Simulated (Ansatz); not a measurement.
Input file:

```yaml
crystal:
  periodic: [false, false, false]
  atoms:
    - {symbol: Si, position_ang: [-1.811129, 0.024363, 0.000001]}
    - {symbol: H, position_ang: [-2.306001, 1.424071, 0.000001]}
    - {symbol: H, position_ang: [-2.306000, -0.675491, 1.212183]}
    - {symbol: H, position_ang: [-2.306001, -0.675491, -1.212182]}
    - {symbol: H, position_ang: [0.041871, 0.024363, 0.000000]}
    - {symbol: Si, position_ang: [1.972871, 0.024363, -0.000001]}
    - {symbol: H, position_ang: [2.369306, -1.455151, -0.000001]}
basis:
  gaussian: {orbitals: cc-pVDZ}
magnetization: {spin_polarized: false, initial_magnetization: 1}
correlation: {method: ccsd_t, electrons: outside_noble_gas}
```

```sh
$ ansatz run in.yaml --threads 1 --pin off --events-out ev --progress --plain --max-ram 4096MiB --backend cpu
```

Q: Roughly how long does this take on 1 thread of AMD EPYC 7R13, shared host, and how much host memory?

A: 8.5 s wall and 0.22 GiB.

```
584 factors; integrals over basis functions are off by at most 1.9e-3 eV
mean field evaluation 1: about -15798.9269 eV, gradient 1.2e1 eV
mean field evaluation 2: about -15798.9289 eV, gradient 1.2e1 eV
mean field evaluation 4: about -15799.9102 eV, gradient 8.6e-1 eV
mean field evaluation 8: about -15799.9157 eV, gradient 8.3e-4 eV
mean field evaluation 16: about -15798.6217 eV, gradient 8.1e0 eV
mean field evaluation 32: about -15799.9144 eV, gradient 2.8e-1 eV
mean field evaluation 64: about -15784.4433 eV, gradient 4.6e0 eV
mean field evaluation 96: about -15796.6438 eV, gradient 4.9e-3 eV
mean field evaluation 128: about -15796.6438 eV, gradient 8.6e-3 eV
mean field evaluation 160: about -15796.6419 eV, gradient 3.2e-2 eV
mean field -15799.91574712 eV, -580.6361941390 hartree, gradient 1.6e-6 eV, S^2 0.750000; 7 other end points of the search recorded, 0 dependent functions left out
mean field evaluation 192: about -15799.5519 eV, gradient 1.4e-4 eV
determinant -15799.91574712 eV, -580.6361941390 hartree, with singles and doubles -15806.69514651 eV, -580.8853324714 hartree
determinant -15799.32819585 eV, -580.6146020282 hartree, with singles and doubles -15806.27177536 eV, -580.8697738685 hartree
determinant -15796.64382003 eV, -580.5159530365 hartree, with singles and doubles -15803.53509299 eV, -580.7692026464 hartree
determinant -15799.91574712 eV, -580.6361941390 hartree, with singles and doubles -15806.69503100 eV, -580.8853282264 hartree
determinant -15799.32819585 eV, -580.6146020282 hartree, with singles and doubles -15806.27169526 eV, -580.8697709250 hartree
10 core orbitals not correlated: weight in the atoms' cores, before any rotation towards them, 1.000 or more for the frozen orbitals, at most 0.000 for the correlated occupied ones
reference -15799.91574712 eV, -580.6361941390 hartree; 7, 6 occupied and 44, 45 virtual orbitals, 584 factors
second order -5.26235214 eV of doubles, -0.06509120 eV of singles
cycle   1  -6.77928859 eV  change   -4.7e-6 eV  update   2.6e-6
perturbative correction -0.16636472 eV, -0.0061137907 hartree
Total energy: -15806.86140043 eV, -580.8914421902 hartree
```

For the same geometry and basis UCCSDT(Q) lies 48.0 meV lower.
